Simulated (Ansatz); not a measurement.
# HCl, singlet: reading a ladder of total energies

Geometry: MP2(full)/6-31G*, from the G2/97 set.

```xyz
2

Cl    0.0000    0.0000    0.0000
H     0.0000    0.0000    1.2800
```

Basis STO-3G; Ansatz 0.2.0. Correlated methods freeze the noble-gas cores, which leaves 8 electrons in 5 orbitals. R marks a restricted (for open shells ROHF) determinant.

Full CI is exact within this basis and frozen core; it isn't the basis-set limit.

Runs differ by some tens of microhartree through their thresholds, so steps under 0.03 kcal/mol mean nothing.

```json
{"level": "RHF", "total energy (hartree)": "-455.135128"}
{"level": "RMP2", "total energy (hartree)": "-455.148039"}
{"level": "RCCSD", "total energy (hartree)": "-455.154336"}
{"level": "RCCSD(T)", "total energy (hartree)": "-455.154336"}
{"level": "RCCSDT", "total energy (hartree)": "-455.154337"}
{"level": "RCCSDT(Q)", "total energy (hartree)": "-455.154337"}
{"level": "RCCSDTQ", "total energy (hartree)": "-455.154337"}
{"level": "full CI", "total energy (hartree)": "-455.154337"}
```

Q: What is the correlation energy at full CI, and what share of it do RMP2 and RCCSD recover?

A: E(corr) = -455.154337 − (-455.135128) = -0.019209 hartree = -0.523 eV. RMP2: -0.012911 / -0.019209 = 67.21 %. RCCSD: -0.019208 / -0.019209 = 99.99 %.

Q: By how many kcal/mol does RCCSD(T) miss full CI (1 hartree = 627.509 kcal/mol), and which steps make up the rest?

A: -455.154336 − (-455.154337) = 0.000001 hartree = 0.00 kcal/mol. Steps: RCCSDT − RCCSD(T) = 0.00, RCCSDT(Q) − RCCSDT = 0.00, RCCSDTQ − RCCSDT(Q) = 0.00, full CI − RCCSDTQ = 0.00 kcal/mol. That is within 1 kcal/mol of the reference in this basis, which itself misses far more of the correlation at the basis-set limit.
